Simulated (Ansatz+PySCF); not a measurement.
Results of a calculation; reference values are marked as such.
## Ansatz (development build ahead of 0.2.0) run

```yaml
crystal:
  periodic: [false, false, false]
  atoms:
    - { symbol: Na, position_ang: [-0.03601, 0.02996, -1.11556] }
    - { symbol: O, position_ang: [-0.005, 0.03097, 1.05035] }
    - { symbol: H, position_ang: [0.04723, 0.75383, 1.69537] }
    - { symbol: H, position_ang: [-0.01967, -0.73311, 1.71657] }
basis:
  gaussian: { orbitals: def2-SVP }
total_charge: 1
hamiltonian:
  xc: pbe0
scf:
  omitted_lower_state_checks: [stability, starts, atomic_configurations, cluster_reference, orbital_swaps, given_window_search, neighbouring_geometries, increment]
output:
  forces: true
```

The input is written out in the form of the current development build from the run's settings.

The run gave:

```
Converged                       : yes
Total energy                    : -238.24677 hartree
Spin squared of the determinant : 0.000
```

Forces (eV/Å):
```csv
atom,Fx,Fy,Fz
Na1,-0.003,0.000,-0.063
O2,0.005,-1.471,2.118
H3,0.000,0.353,-0.403
H4,-0.002,1.117,-1.652
```
